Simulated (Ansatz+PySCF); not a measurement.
Two shapes of doublet C2H6N.

Shape 1:

```xyz
9

C     1.2567   -0.2530    0.0910
N     0.0936    0.4714   -0.1364
C    -1.1913   -0.1865    0.0334
H    -1.9925    0.4819   -0.2887
H     1.2539   -1.2824   -0.2480
H     2.1858    0.3012    0.0460
H     0.1154    1.4140    0.2279
H    -1.2245   -1.0781   -0.5987
H    -1.3853   -0.4999    1.0701
```

Shape 2:

```xyz
9

C     1.2571   -0.2523    0.0889
N     0.0940    0.4720   -0.1385
C    -1.1909   -0.1858    0.0313
H    -1.9921    0.4825   -0.2908
H     1.2543   -1.2817   -0.2501
H     2.1862    0.3018    0.0439
H     0.1158    1.4146    0.2258
H    -1.2241   -1.0774   -0.6008
H    -1.3884   -0.5049    1.0869
```

Basis set: cc-pVTZ (spherical functions). Frozen core: 3 orbitals. Correlation on ROHF uses semicanonical orbitals with singles. Charge 0, multiplicity 2.

Computed with Ansatz (development build ahead of 0.2.0); each method stands on the lowest determinant of its kind that the runs found.

Task: Which shape is lower in energy, and by how much in each method?

Result:

| method | E(2) − E(1) (eV) |
| --- | --- |
| ROHF | 0.014 |
| UHF | 0.014 |
| ROHF-MP2 | 0.010 |
| UHF-MP2 | 0.010 |

Shape 1 is lower.
